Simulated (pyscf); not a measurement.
Thermochemistry of product channels of H₃Si–O–AsH₂ + silane (SiH₄) on the singlet surface, in kcal/mol, from ωB97M-D3(BJ)/def2-TZVP energies (ideal gas, 1 atm, RRHO with modes under 100 cm⁻¹ raised to 100, one conformer, R ln 2 for chiral ones without a mode under 150 cm⁻¹). PySCF, gas phase, ωB97X-D3(BJ)/def2-SVP geometries.

```tsv
products	ΔE	ΔH(298 K)	ΔG(298 K)	ΔG(1200 K)
H₃Si–O–AsH–SiH₃ + hydrogen (H₂)	+2.2	+1.0	+2.4	+3.0
AsH₃ + disiloxane (H₃Si–O–SiH₃)	-29.3	-28.8	-30.0	-33.3
```

These are energies of the channels, which say nothing of barriers. H₃Si–O–AsH₂ lies 10.7 kcal/mol over its isomer HO–SiH₂–AsH₂ (electronic energy, ωB97M-D3(BJ)/def2-TZVP). H₃Si–O–AsH–SiH₃ lies 32.5 kcal/mol over its isomer H₃Si–O–SiH₂–AsH₂ (electronic energy, ωB97M-D3(BJ)/def2-TZVP). Elements up to Kr have no core potential and no relativistic terms here.
